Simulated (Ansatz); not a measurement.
# Property card for AlCo3

Method: DFT r2SCAN, scalar-relativistic, plane waves, PAW in Ansatz.

Plane waves to 500 eV, a k mesh through Γ of 12×12×12 on the computed 4-atom cell and Gaussian smearing (0.10 eV); collinear spin from starting moments 0 1.78 1.78 1.78 μB.

The structure is relaxed at this level of theory with its symmetry kept. Whether it is the stable form of this composition wasn't checked.

Symmetry: Pm-3m, No. 221, cubic system. Conventional cell: a = 3.586 Å, b = 3.586 Å, c = 3.586 Å, α = 90.00°, β = 90.00°, γ = 90.00°. Around Al (site symmetry m-3m) lie 12 Co at 2.54 Å. Co (site symmetry 4/mmm) has 4 Al at 2.54 Å and 8 Co at 2.54 Å as nearest neighbours.

| Item | Value |
| --- | --- |
| Volume per atom | 11.53 Å³ |
| Formation energy from the elements' standard states (uncorrected) | -0.183 eV/atom |
| Generalised Kohn–Sham band gap | none (metal) |
| Density of states at the Fermi level | 2.37 states/eV per cell |
| Löwdin character within 0.5 eV of the Fermi level | Co 3d 77 %, Al 3p 12 % |
| Bulk modulus | 154 GPa |
| Its pressure derivative | 4.1 |
| Bader charges (e) | Al (1 in the cell) 1.86, Co (3 in the cell) -0.62 |
| Total moment | 4.59 μB per cell |
| Site moments (μB; atoms counted from 1 over the whole cell) | Al (atom 1) -0.06, Co (atom 2) 1.61, Co (atom 3) 1.61, Co (atom 4) 1.61 |

The state reached may not be the lowest one.

Only this magnetic start was tried.